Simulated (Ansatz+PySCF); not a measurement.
The numbers below are computed, except where a source is named.
**Several solutions for singlet Li2**

```xyz
2

Li    0.0000    0.0000   -2.7871
Li    0.0000    0.0000    2.7871
```

Basis set: cc-pVDZ (spherical functions). Charge 0, multiplicity 1.

ωB97X (unrestricted) was run from several starts with Ansatz (development build ahead of 0.2.0) and PySCF 2.14.0.

```json
{"run": "A", "program": "PySCF", "start": "program defaults", "converged": "yes", "energy (hartree)": "-14.93934", "<S²>": "0.00"}
{"run": "B", "program": "Ansatz", "start": "atomic start, no search", "converged": "yes", "energy (hartree)": "-14.93934", "<S²>": "0.00"}
{"run": "C", "program": "Ansatz", "start": "stability test followed", "converged": "yes", "energy (hartree)": "-14.95985", "<S²>": "0.99"}
{"run": "D", "program": "Ansatz", "start": "search for the lowest state", "converged": "yes", "energy (hartree)": "-14.95985", "<S²>": "0.99"}
{"run": "E", "program": "PySCF", "start": "guess minao, instabilities followed", "converged": "yes", "energy (hartree)": "-14.95985", "<S²>": "0.99"}
```

Task: Which runs reached the lowest solution of this kind, and what is wrong with the others?

Result: C, D, E reached the lowest solution found. Converged but too high: A by 0.56 eV, B by 0.56 eV. Convergence only shows a stationary point, and even a stable one can lie too high; stability tests and further starts are what find lower ones. Caution: the unrestricted determinant is a mixture of spin states. Caution: the determinant breaks the point group.
